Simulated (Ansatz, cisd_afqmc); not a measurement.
System: HS, charge 0, doublet. HS (SMILES [SH], doublet).
B3LYP-D3(BJ)/def2-TZVP minimum from Ansatz (an electronic-structure program):
```
S
H 1 1.3473
```
Charge 0, spin multiplicity 2.

Total energies in cc-pV(D+d)Z, 7 correlated electrons, 5 frozen orbitals. Radicals and triplets start from unrestricted determinants; spin-orbit coupling is neglected. Correlated methods leave the cores frozen. No relativity. AFQMC is phaseless with a CISD trial state; ± is one standard error, without the phaseless bias. Outlying blocks are dropped, and bars are widened where a walk drifts. Over all cases where full CI ran beside it in this data, AFQMC minus full CI had a median of +0.1 mEh and passed +0.4 mEh in a tenth of the cases. Full CI freezes restricted core orbitals and the other rows unrestricted ones, which leaves a small offset even where coupled cluster is exact.

| method | program | energy (Eh) | error against FCI (mEh) |
|---|---|---|---|
| HF | Ansatz | -398.09119 | 139.37 |
| MP2 | Ansatz | -398.20480 | 25.76 |
| CCSD | Ansatz | -398.22744 | 3.12 |
| CCSD(T) | Ansatz | -398.22993 | 0.63 |
| CCSDT(Q) | Ansatz | -398.23055 | 0.01 |
| CCSDTQ | Ansatz | -398.23057 | -0.01 |
| AFQMC/CISD | cisd_afqmc | -398.2305 ± 0.0001 | 0.1 ± 0.1 |
| FCI | Ansatz | -398.23056 | 0.00 |

Rough core times of Ansatz's runs on a shared machine: CCSD(T) under 20 s, CCSDT(Q) under 20 s, CCSDTQ 30 s, FCI under 20 s.
